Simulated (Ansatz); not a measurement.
Two shapes of singlet C3H5(+).

Shape 1:

```xyz
8

C     0.0349   -0.0051   -0.4573
C     0.0473    1.1773    0.2010
C     0.0473   -1.1769    0.2014
H    -0.0132    0.0381   -1.6170
H     0.0310    2.1855   -0.3323
H     0.0324    1.1994    1.3465
H    -0.0432   -2.1676   -0.2793
H     0.0366   -1.2262    1.2831
```

Shape 2:

```xyz
8

C     0.0243    0.0234   -0.4393
C     0.0209    1.1658    0.1805
C     0.0266   -1.1753    0.1728
H    -0.0405    0.0158   -1.6144
H    -0.0037    2.1864   -0.3392
H     0.0332    1.1908    1.3122
H    -0.0697   -2.1527   -0.2974
H     0.0688   -1.2385    1.2753
```

Basis set: 6-31G (spherical functions). Left uncorrelated: 3 orbitals. Charge 1, multiplicity 1.

Computed with Ansatz (development build ahead of 0.2.0); each method stands on the lowest determinant of its kind that the runs found.

(1) Which shape is lower in energy, and by how much in each method?

Results:

(1)

```
 method  E(2) − E(1) (eV)
    RHF             0.210
RHF-MP2             0.262
```

Shape 1 is lower.
